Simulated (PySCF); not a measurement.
A PySCF script (with the pyscf-properties extension) for the NMR shieldings of `C(=C(C#N)F)=S`, C3FNS, on a GFN2-xTB geometry:

```python
import basis_set_exchange as bse
import numpy as np
from pyscf import gto, dft
from pyscf.prop import nmr

atoms = """
N    -2.163948   -0.966582   -0.001849
C    -1.209651   -0.331416   -0.002556
C    -0.045207    0.463795   -0.004277
F    -0.215838    1.807096   -0.009646
C     1.148126   -0.102223   -0.003988
S     2.489641   -0.868680    0.000742
"""
names = dict.fromkeys(["N", "C", "F", "S"], "pcSseg-1")
basis = {el: gto.basis.parse(bse.get_basis(n, elements=[el], fmt="nwchem")) for el, n in names.items()}
mol = gto.M(atom=atoms, basis=basis, charge=0, verbose=0)
mf = dft.RKS(mol, xc="PBE0")
mf.grids.level = 2
mf.grids.alignment = dft.numint.BLKSIZE   # the property module wants whole blocks of grid points
mf.conv_tol = 1e-9
mf.kernel()

calc = nmr.RKS(mf)   # GIAO
C = mf.mo_coeff
Co = C[:, mf.mo_occ > 0]
resp = mf.gen_response(singlet=True, hermi=2)
def vind(x):   # induced exchange potential for any number of trial vectors
    d = np.einsum("pi,xij,qj->xpq", C, 2 * x.reshape(-1, C.shape[1], Co.shape[1]), Co, optimize=True)
    return np.einsum("xpq,pi,qj->xij", resp(d - d.transpose(0, 2, 1)), C, Co, optimize=True).ravel()
mo1, _ = nmr.rhf.solve_mo1(calc, with_cphf=vind)
sigma = calc.kernel(mo1)
for i, s in enumerate(sigma):   # ppm
    print("%2d %-2s %9.2f" % (i, mol.atom_pure_symbol(i), np.trace(s) / 3))
```

Question: What does it print?

Answer: 
```
 0 N    -148.32
 1 C      75.00
 2 C      31.72
 3 F     471.46
 4 C    -138.21
 5 S    -407.98
```

These numbers come from an equivalent density-fitted implementation of the same equations, which agrees with the script to about 0.01 ppm for H and up to a few tenths of a ppm for heavy atoms, so last digits may differ.

Question: Turn these shieldings into chemical shifts. Referencing at the same level of theory: 15N (267.73 ppm) vs NH3; 13C (186.93 ppm) vs TMS; 19F (170.95 ppm) against CFCl3; 33S (503.73 ppm) against CS2.

Answer: Averaging equivalent atoms: N 0: 416.0; C 4: 325.1; C 2: 155.2; C 1: 111.9; F 3: -300.5; S 5: 912 ppm. Unscaled 19F shifts against computed CFCl3 carry errors that often reach 10 to 50 ppm. Experimental scales use liquid or dissolved standards, which lie at an offset from isolated NH3 (liquid NH3: subtract about 20 ppm). Unscaled 15N shifts of sp2 nitrogen come out 20 to 40 ppm too high even then.

Size and cost of the density-fitted run: 109 basis functions, of the order of 19 core-seconds.
